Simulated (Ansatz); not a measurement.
## C₄H₆F (charge +1), SMILES C=C(F)[CH+]C: a rigid torsion scan, step by step

With Ansatz's Python interface.

Notebook, run cell by cell (the value of a cell's last expression is shown):

```python
import ansatz as az
from ase import Atoms

BASIS_SET = "def2-SVP"
XC = "b3lyp"
NET_CHARGE = 1
FORCE_TOL = 0.02

atoms = Atoms(["C", "C", "F", "C", "C", "H", "H", "H", "H", "H", "H"], positions=[
    [-1.9981, -0.0828, 0.4617],
    [-0.7735, 0.3516, 0.1584],
    [-0.5862, 1.675, -0.0304],
    [0.3671, -0.5043, 0.0138],
    [1.6824, 0.059, -0.3927],
    [-2.2144, -1.1321, 0.6242],
    [-2.8143, 0.6252, 0.5529],
    [0.2517, -1.5778, 0.1043],
    [1.8791, 1.02, 0.0925],
    [2.485, -0.6282, -0.1071],
    [1.7211, 0.1945, -1.4777],
])
```

```python
first = (
    az.Crystal.molecule_from_ase(atoms).calculation()
    .basis(gaussian=BASIS_SET)
    .functional(XC)
    .charge(NET_CHARGE)
    .relax(force_tolerance=FORCE_TOL, max_steps=80)
)
atoms.positions = first.run().report["positions_ang"]

start = atoms.get_dihedral(1, 3, 4, 8)
energies = {}
for turn in range(0, 121, 20):
    turned = atoms.copy()
    turned.set_dihedral(1, 3, 4, 8, start + turn, indices=[4, 8, 9, 10])
    setup = (
        az.Crystal.molecule_from_ase(turned).calculation()
        .basis(gaussian=BASIS_SET)
        .functional(XC)
        .charge(NET_CHARGE)
    )
    energies[round((start + turn) % 360)] = setup.run().report["free_energy_ev"]
floor = min(energies.values())
print("dihedral C1-C3-C4-H8 (deg)   E - E(min) (kJ/mol)")
for angle, e in sorted(energies.items()):
    print(f"{angle:8d} {96.485332 * (e - floor):14.3f}  " + "#" * int(30 * (e - floor) / max(max(energies.values()) - floor, 1e-9)))
```

    dihedral C1-C3-C4-H8 (deg)   E - E(min) (kJ/mol)
           0          0.000
          20          2.410  ####
          40          8.251  ###############
          60         13.924  #########################
          80         16.165  ##############################
         100         14.713  ###########################
         120         11.146  ####################

The scan is rigid and the energies are electronic, in a modest basis. With rigid groups the curve can differ much from the relaxed path, the start wasn't checked as a minimum of this torsion, and equivalent turns needn't return to the same energy. b3lyp holds the VWN-RPA fit, as in Gaussian; the form of ORCA and Turbomole is b3lyp5. Hardware and time: 86 s on 1 thread of AMD EPYC 7B13 (Zen 3), with other jobs on the host, peak memory 0.29 GiB.
